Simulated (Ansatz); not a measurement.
# HF (singlet): from Hartree-Fock to the top rungs, aug-cc-pVDZ

How much of the correlation energy of HF (singlet) does each wave-function method recover here?

Program: Ansatz 0.2.0, Gaussian basis. Level of theory: aug-cc-pVDZ, core rule «outside noble gas», up to 1 orbitals frozen. These are calculated values, not measurements.

To be run: UHF; CCSD(T) on RHF; BCCD(T) on RHF; CISD; CCSDT(Q) on RHF; CISDTQ; CCSDTQ on RHF; CASSCF and MRCISD+Q, 8 electrons in 5 orbitals; CASSCF and NEVPT2, 8 electrons in 5 orbitals.

2 further runs of the same task are left out: 2 set aside as unsound or not needed.

**1. The geometry**

The geometry is a PBE0/def2-TZVPD stationary point (not a proven minimum) of the parent state, kept for this charge and spin.

2 atoms, charge 0, spin multiplicity 1.

Atoms are counted from 1 here; the program's logs count them from 0.

Bond lengths: F1–H2 0.999 Å.

As a file:

```
F     0.0000    0.0000    0.0000
H     0.0000    0.0000    0.9990
```

**2. UHF**

in.yaml

```yaml
crystal:
  periodic: [false, false, false]
  atoms:
    - {symbol: F, position_ang: [0.000000, 0.000000, 0.000000]}
    - {symbol: H, position_ang: [0.000000, 0.000000, 0.999000]}
basis:
  gaussian: {orbitals: aug-cc-pVDZ}
magnetization: {spin_polarized: true, initial_magnetization: 0}
hamiltonian: {xc: hf}
output: {orbitals: {seedname: orbitals}}
```

Started as:

```
ansatz run in.yaml --threads 1 --pin off --events-out ev --progress --plain --max-ram 4096MiB --backend cpu
```

After this run come: CCSD(T) on RHF; BCCD(T) on RHF; CISD; CCSDT(Q) on RHF; CISDTQ; CCSDTQ on RHF; CASSCF and MRCISD+Q, 8 electrons in 5 orbitals; CASSCF and NEVPT2, 8 electrons in 5 orbitals.

Q: Predict the results of all the runs planned. Wanted: RCCSDTQ below the RHF energy; RMP2 from RCCSDTQ; RCCSD from RCCSDTQ; RCCSD(T) from RCCSDTQ; RCCSDT(Q) from RCCSDTQ; NEVPT2 valence from RCCSDTQ; MRCISD+Q valence from RCCSDTQ; T1 diagnostic; effectively unpaired electrons.

The runs gave:

| quantity | value |
| --- | --- |
| RCCSDTQ below the RHF energy | -6.4045 eV |
| RMP2 from RCCSDTQ | +227.9 meV |
| RCCSD from RCCSDTQ | +139.0 meV |
| RCCSD(T) from RCCSDTQ | +16.6 meV |
| RCCSDT(Q) from RCCSDTQ | -1.1 meV |
| NEVPT2 valence from RCCSDTQ | +718.3 meV |
| MRCISD+Q valence from RCCSDTQ | +49.9 meV |
| levels within 1 kcal/mol (43 meV) | RCCSD(T), BCCD(T), RCCSDT, CISDTQ, RCCSDT(Q) |
| T1 diagnostic | 0.013 |
| effectively unpaired electrons | 0.01 |

In words: RCCSD(T) lands +16.6 meV from the yardstick (0.3 % of the correlation energy). One determinant dominates. Of the multireference levels listed MRCISD+Q valence comes nearest in total energy (+49.9 meV), which doesn't show that its space is the better one. These misses are within one basis, not against nature.
